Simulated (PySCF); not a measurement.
Computed with PySCF with B3LYP-D3(BJ)/def2-TZVP. Gas-phase values, no solvent. B3LYP has the VWN-RPA correlation part, as in Gaussian. Delta-SCF ions had no search for a lower state. Excitations are Tamm–Dancoff values on a coarser integration grid. The basis has no diffuse functions, so Rydberg states are missing or too high.

Reference species (SMILES): `C=C=C` (neutral, multiplicity 1).

```json
{
  "HOMO": "-7.50 eV",
  "HOMO–LUMO gap": "7.56 eV",
  "vertical ionisation energy (Delta-SCF)": "10.08 eV",
  "S1 excitation (TDA)": "5.92 eV"
}
```

Changed species: `C#CC`.

Problem. What does the change do to the HOMO, HOMO–LUMO gap, vertical ionisation energy (Delta-SCF) and S1 excitation (TDA)?

Solution. the HOMO hardly moves; the HOMO–LUMO gap rises by 0.97 eV, to 8.53 eV; the vertical ionisation energy (Delta-SCF) goes up by 0.22 eV, to 10.30 eV; the S1 excitation (TDA) goes up by 0.80 eV, to 6.72 eV.
